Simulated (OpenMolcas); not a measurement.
## How the cost of B3LYP5 grows with the basis: BNH4

The species is BNH4 (6 atoms), meant as a singlet with charge 0. As SMILES, `BN`. Geometry: relaxed at PBE0-D4/def2-TZVP.

B3LYP5, energy, OpenMolcas 26.06, on 1 thread of Arm Neoverse V1, shared host. N is the number of basis functions, t the processor time.

| basis | N | t (s) | ln N | ln t |
| --- | --- | --- | --- | --- |
| def2-SVP | 48 | 3.9 | 3.871 | 1.361 |
| def2-SVPD | 72 | 6.4 | 4.277 | 1.856 |
| def2-TZVP | 86 | 8.7 | 4.454 | 2.163 |
| def2-TZVPD | 110 | 17 | 4.700 | 2.833 |
| def2-TZVPPD | 142 | ? | 4.956 | ? |

Task: Fit t = C·Nᵖ to the known rows and estimate the time in def2-TZVPPD.

Result: 
1. Means of the 4 rows: ln N = 4.32550, ln t = 2.0533.
2. Σ(Δln N)² = 0.36569, Σ(Δln N·Δln t) = 0.63031, so the slope is 0.63031/0.36569 = 1.7236.
3. Intercept: 2.0533 − (1.7236) × 4.32550 = -5.4021. The largest residual of the fit is 0.134.
4. ln t = -5.4021 + 1.7236 × 4.956, so t ≈ 23 s.

The run took 36 s, so the estimate is too short by a factor of about 1.6. The fitted power is 1.7, with the electron count fixed. Fixed start-up costs flatten the line at the short runs, so it runs low for the long one.
